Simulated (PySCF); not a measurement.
Compound: C3H3ClO.
Atom-mapped SMILES: `[CH2:1]=[CH:2][C:3](=[O:4])[Cl:5]` (hydrogens: H6, H7 on C1; H8 on C2)

Computed by this run: PBE0-D3(BJ)/def2-SVP geometry optimisation, gas phase in PySCF 2.14.0; density fitting, grid level 1; the optimiser is geomeTRIC in internal coordinates, started from a GFN2-xTB structure with every atom displaced at random (about 0.01 Å).

Step 0: E = -17711.1551 eV
```
atom  x, y, z in Å  |  force x, y, z in eV/Å
C1     -0.2391    0.5738   -0.4731   -1.733  -0.022  -0.289
C2      0.9150    0.8935    0.0523    1.014   0.195   0.410
C3      2.1121    0.8427   -0.7702    1.512   0.028  -0.529
O4      2.2716    0.5646   -1.9146   -0.789  -0.082  -0.005
Cl5     3.5708    1.2724    0.1664    0.145   0.128   0.382
H6     -0.3449    0.3194   -1.5151    0.121  -0.252  -0.575
H7     -1.1587    0.6266    0.1008   -0.212  -0.068   0.242
H8      1.0546    1.1919    1.0820   -0.058   0.073   0.364
```

Step 1: E = -17711.2393 eV
```
atom  x, y, z in Å  |  force x, y, z in eV/Å
C1     -0.2570    0.5893   -0.4837    0.236  -0.011  -0.005
C2      0.9266    0.8978    0.0584   -0.043   0.016   0.017
C3      2.1548    0.8446   -0.7681   -0.392   0.122   0.299
O4      2.2028    0.5792   -1.9203    0.253  -0.101  -0.328
Cl5     3.6107    1.2604    0.1723    0.050  -0.031  -0.049
H6     -0.3145    0.2870   -1.5330   -0.035   0.007  -0.016
H7     -1.1749    0.6232    0.1028   -0.080   0.009   0.041
H8      1.0329    1.2034    1.1001    0.010  -0.010   0.041
```

Q: Estimate the geometry and energy of step 2. (The exact step hangs on the optimiser's Hessian estimate; all steps are aligned on step 1, rigid shifts and turns removed.)

A: E = -17711.2347 eV, largest force 0.348 eV/Å
```
atom  x, y, z in Å  |  force x, y, z in eV/Å
C1     -0.2581    0.5875   -0.4797   -0.059   0.013   0.053
C2      0.9237    0.9047    0.0568   -0.051  -0.037  -0.331
C3      2.1418    0.8524   -0.7831    0.257  -0.037   0.197
O4      2.2538    0.5740   -1.9312   -0.348   0.011   0.016
Cl5     3.5888    1.2520    0.1784    0.167   0.074   0.113
H6     -0.3345    0.2911   -1.5299    0.023   0.003   0.000
H7     -1.1724    0.6175    0.1172   -0.022  -0.013  -0.011
H8      1.0382    1.2056    1.1001    0.032  -0.013  -0.037
```

The energy changes by +0.0046 eV. The first-order estimate −F·Δx gives -0.0184 eV and the mean of the old and new forces, exact on a quadratic surface, +0.0047 eV. The step makes an angle of 68° with the force vector and moves no atom by more than 0.052 Å. The energy falls at the start of this step and ends higher, so the step passed the lowest point of its straight line.

The cost below is that of the whole optimisation. On one thread, Intel Xeon 6975P-C (x86_64) (shared host), this took 11 s and 0.38 GiB of memory at its peak.
